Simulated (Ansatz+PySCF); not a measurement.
Values are calculated unless marked as measured or tabulated.
Several solutions for doublet N₂(+)

```yaml
atoms:
  - { symbol: N, position_ang: [0.0000, 0.0000, -0.8322] }
  - { symbol: N, position_ang: [0.0000, 0.0000, 0.8322] }
```

Basis set: 6-31G (spherical functions). Charge 1, multiplicity 2.

UHF was run from several starts with Ansatz (development build ahead of 0.2.0) and PySCF 2.14.0.

```
run  program                                 start  converged  energy (hartree)  <S²>
  A   Ansatz               stability test followed        yes        -108.29354  2.66
  B    PySCF  guess huckel, instabilities followed        yes        -108.29354  2.66
  C   Ansatz           search for the lowest state        yes        -108.29354  2.66
  D    PySCF      guess 1e, instabilities followed        yes        -108.29354  2.66
  E    PySCF   guess minao, instabilities followed        yes        -108.29354  2.66
  F    PySCF                      program defaults        yes        -108.07416  0.75
  G    PySCF    guess atom, instabilities followed        yes        -108.29354  2.66
```

Q: Which runs reached the lowest solution of this kind, and what is wrong with the others?

A: A, B, C, D, E, G reached the lowest solution found. Converged but too high: F by 5.97 eV. Convergence only shows a stationary point, and even a stable one can lie too high; stability tests and further starts are what find lower ones. Caution: the unrestricted determinant is a mixture of spin states. Caution: the determinant breaks the point group.
